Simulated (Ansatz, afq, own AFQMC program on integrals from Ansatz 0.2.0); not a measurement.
CH2Ge⁺, doublet in cc-pVDZ, levels against CCSDT(Q)

```xyz
4

Ge    0.0000    0.0000    0.3308
C     0.0000    0.0000   -1.6265
H     0.0000    0.9089   -2.2295
H     0.0000   -0.9089   -2.2295
```

Connectivity, by distances: Ge–CH2.

Basis cc-pVDZ. Noble-gas cores (and the filled d shells of Ga–Kr and In–Xe) are frozen. AFQMC by an in-house program on the Cholesky factors that Ansatz 0.2.0 writes for its CCSD(T) run. ph-AFQMC/CISD is guided by a CISD state made of CCSD amplitudes; releasing the constraint for a short imaginary time cuts its bias at the price of noise, slowly where states lie close. Free AFQMC starts from the CCSD state and is never constrained. Its projection time is finite, and what remains of the start isn't in its error. ± is one standard error of the sampling. No spin–orbit coupling.

Determinant: UHF, the one that the program's search chose, which needn't be the lowest solution. The geometry is a PBE0/def2-TZVP stationary point of this or a neighbouring charge and spin state.

No full CI on the walks' own integrals is used here; CCSDT(Q) serves as the reference and is uncertain by about the last step of the cluster series.

Cautions: no relativity below Rb; no spin-orbit coupling; inner d shell frozen; the released energies are still falling, so no released level is given (meV from the phaseless value at times in 1/Eh: -6 ± 12 at 0.24, 0 ± 10 at 0.51, -6 ± 9 at 0.99, -17 ± 12 at 1.62, -28 ± 13 at 2.40), though the last usable value meets CCSDT(Q) within the noise.

```
T1 diagnostic                               : 0.0184
weight of the determinant in the CISD state : 0.887
⟨S²⟩ of the determinant                     : 0.759
size of the correlated space                : 9 electrons in 36 orbitals
```

Reference: CCSDT(Q), correlation energy -5.612 eV.

| level | E − E(reference) (kJ/mol) | share of correlation (%) |
| --- | --- | --- |
| HF | 541.5 | 0.00 |
| MP2 | 103.3 | 80.92 |
| CCSD | 18.1 | 96.66 |
| CCSD(T) | 3.5 | 99.35 |
| CCSDT | 1.0 | 99.81 |
| ph-AFQMC/HF | -5.7 ± 6.7 | 101.05 |
| ph-AFQMC/CISD | 1.6 ± 1.0 | 99.71 |
| free AFQMC | -2.0 ± 2.0 | 100.38 |

Free projections are given only where their last times agree within the noise and don't stop above the reference; a slow remainder of the start can still hide under it. A walk keeps the symmetry of its determinant, which the program's search chose and which needn't be the lowest solution, so a lower state of the same spin and another symmetry isn't excluded.
